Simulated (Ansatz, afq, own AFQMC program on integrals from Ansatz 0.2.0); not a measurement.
Integrals from Ansatz 0.2.0, then the random walk in our own AFQMC program (afq).

```yaml
crystal:
  periodic: [false, false, false]
  atoms:
    - {symbol: Al, position_ang: [0.000000, 0.000000, 1.347429]}
    - {symbol: P, position_ang: [0.000000, 1.047438, -0.634337]}
    - {symbol: P, position_ang: [0.000000, -1.047438, -0.634337]}
    - {symbol: H, position_ang: [0.000000, 0.000000, 2.916759]}
basis:
  gaussian: {orbitals: cc-pVDZ}
magnetization: {spin_polarized: true, initial_magnetization: 0}
correlation: {method: ccsd_t, electrons: outside_noble_gas, hamiltonian_folder: ham}
```

```sh
$ ansatz run in.yaml --threads 1 --pin off --events-out ev --progress --plain --max-ram 1843MiB
```

Options of the walk:

```
--method phaseless --trial hf --walkers 120 --populations 1 --least-time 40 --time-step 0.005 --steps-per-block 20 --equilibration-blocks 112 --max-blocks 600 --target-error 0.00135 --factor-cut 1e-05 --start spin_pure --seed 2911 --taylor-order 6
```

Times are imaginary, in 1/Eh. The walk had a cap of 997 s.

Log:

```
orbitals 44  electrons 7 7  factors 352 of 608
reference energy -923.96332078 Eh
CCSD correlation -0.31173839 Eh in 10 cycles, weight of the determinant in the CISD state 0.8129
energy of the start -923.963321 Eh
 block  time / (1/Eh)  mean weight  energy / Eh
     1     0.100  1.0000  -924.013788
     2     0.200  1.0005  -924.054641
     3     0.300  1.0019  -924.090719
     4     0.400  1.0013  -924.118768
     5     0.500  0.9986  -924.141945
     8     0.800  1.0012  -924.193381
    18     1.800  1.0011  -924.281315
    69     6.900  1.0009  -924.291225
   120    12.000  0.9995  -924.283884
   137    13.700  1.0007  -924.252752
   171    17.100  0.9986  -924.294103
   222    22.200  0.9989  -924.267792
   273    27.300  0.9999  -924.294018
   324    32.400  1.0005  -924.266244
   375    37.500  0.9995  -924.361834
   426    42.600  0.9999  -924.294992
   477    47.700  1.0016  -924.302394
   528    52.800  0.9988  -924.294229
   579    57.900  0.9975  -924.296747
   630    63.000  1.0003  -924.297890
   681    68.100  0.9988  -924.292257
   698    69.800  1.0004  -924.284184
blocks merged  error / Eh  count
     1  0.000911  600
     2  0.001240  300
     4  0.001646  150
     8  0.002126  75
    16  0.002529  37
    32  0.002782  18
    64  0.002960  9
energy -924.290901 +/- 0.002782 Eh
(rows thinned)
```

The run passed its tests (sampling time, drift between the halves within three errors, error under three times the target), which doesn't prove that it has relaxed.

Against this walk (error 75.7 meV) on the same determinant: CCSD(T) 8.1 meV lower (within the noise), CCSDT(Q) 79.0 meV lower (within the noise), a separate phaseless walk with a CISD trial and standard settings 9.4 ± 79.7 meV lower (within the noise). The error is statistical and leaves out the bias of the constraint.

Cautions: constraint bias not in the error; error above the target (75.7 against 36.7 meV); an unrestricted solution with more broken spin lies lower (37 meV, ⟨S²⟩ 0.25), while this determinant keeps restricted orbitals.

The walk took 7.9 min on 1 thread of Arm Neoverse V1, on a shared host. The log's last line is the phaseless energy.

CCSDT and higher add their correlation energy to the determinant of the CCSD(T) run, since their own runs factorise the integrals more tightly (a shift of under 2 meV). A walk keeps the symmetry of its determinant, which the program's search chose and which needn't be the lowest solution, so a lower state of the same spin and another symmetry isn't excluded.
